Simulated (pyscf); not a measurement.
This saddle point was located with ωB97X-D3(BJ)/def2-SVP in PySCF.

```xyz
7

Bi    -1.8466    -0.0892     0.5167
F      0.1023     0.7839     1.4748
F     -0.9061    -1.8667     0.5493
F     -2.7638    -0.5741    -1.2397
O     -0.2753     0.8430    -0.7419
H      0.2529     0.9083     0.2878
H      0.1224     0.2531    -1.3985
```
Charge 0, spin multiplicity 1.

Surface: singlet, charge 0. Lowest wavenumbers (cm⁻¹): 502i, 71, 130, 165, 201.

### Question
Which two sides does it connect, and which bonds change?

### Answer
F–Bi(F)–F + H₂O ⇌ HO–Bi(F)–F + HF, a four-centre exchange read from left to right: Bi–F, H–O broken and Bi–O, F–H formed. At ωB97M-D3(BJ)/def2-TZVP it lies +5.4 kJ/mol from the left side and -24.3 kJ/mol from the right (each side as separated species at their lowest minima found). On the reactant side the descent ends in an adduct with a Bi–O contact, 60.2 kJ/mol under the separated species and 59.0 kJ/mol under the saddle at ωB97X-D3(BJ)/def2-TZVP. On the product side the descent ends in a bound adduct, 50.4 kJ/mol under the separated species and 21.7 kJ/mol under the saddle at ωB97X-D3(BJ)/def2-TZVP. At ωB97M-D3(BJ) the saddle lies under the separated products, which points to a path from their complex (located at ωB97X-D3(BJ) alone), and parting the products costs more than the saddle. What is counted as formed (Bi–O) is already present as a longer contact in the reactant adduct; forming that adduct is a step of its own. This is the saddle that the search found; another between the same sides may lie lower. Elements past Kr carry the def2 core potentials, without spin-orbit coupling.
